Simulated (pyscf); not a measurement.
Optimised with ωB97X-D3(BJ)/def2-SVP in PySCF.

Q: CH₄ (SMILES C) + HO–SiH₂–O–SiH₃ (SMILES O[SiH2]O[SiH3]) → H₃C–O–SiH₃ (SMILES CO[SiH3]) + HO–SiH₃ (SMILES O[SiH3])
Surface: singlet. Broken: C–H, O–Si. Formed: C–O, H–Si. Give ΔE‡ and ΔE from r²SCAN/def2-TZVP, relative to the separated reactants.

A: ΔE‡ = 111.5 kcal/mol, ΔE = +55.9 kcal/mol. ωB97M-D3(BJ)/def2-TZVP gives 117.1 kcal/mol and +55.4 kcal/mol. Zero-point energy shifts the barrier by -0.3 kcal/mol. It is a four-centre exchange, with an imaginary mode of 1113i cm⁻¹. On the product side the descent ends in a complex (not fully relaxed), 4.4 kcal/mol under the separated species and 67.2 kcal/mol under the saddle at ωB97X-D3(BJ)/def2-TZVP. The same reactants have a lower exit, to HO–SiH₂–O–SiH₂• + H• + CH₄ (no saddle counted: cutting one bond costs +98.2 kcal/mol at ωB97M-D3(BJ), against +117.1 kcal/mol here). H₃C–O–SiH₃ lies 23.7 kcal/mol over its isomer H₃C–SiH₂–OH, and others may lie lower still (electronic energy, ωB97M-D3(BJ)). One saddle was located; it need not be the lowest between these sides.
